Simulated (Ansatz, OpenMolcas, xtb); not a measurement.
**How methods differ on BH2O (SMILES B[O])**

BH2O: 4 atoms, total charge 0, spin state doublet. As SMILES, `B[O]`. The coordinates come from a PBE0-D4/def2-TZVP relaxation.

Each level gives the vertical energy of the quartet above the doublet (eV). The values are calculated.

| level | kind | program | value (eV) | CPU time (all runs) |
| --- | --- | --- | --- | --- |
| GFN1-xTB | semi-empirical | xtb | 8.26 | under 2 s |
| UHF/def2-TZVPPD | Hartree–Fock | OpenMolcas | 6.44 | 43 s |
| USVWN5/def2-TZVPPD | LDA | OpenMolcas | 6.84 | 82 s |
| UPBE/def2-TZVPPD | GGA | OpenMolcas | 6.64 | 1.8 min |
| U-r2SCAN/def2-TZVPPD | meta-GGA | OpenMolcas | 6.47 | 2.6 min |
| UPBE0/def2-TZVPPD | global hybrid | OpenMolcas | 6.55 | 1.7 min |
| FCI/STO-3G | exact in the basis | Ansatz | 7.62 | 0.59 s |

The values span 6.44 to 8.26 eV. The xTB rows lack spin polarisation, so open shells miss the exchange term that lowers them. High-level rows in very small sets aren't better than simpler rows in larger ones. Times are those of the runs behind each value, whatever else they computed, on shared processors of several kinds: orders of magnitude only.
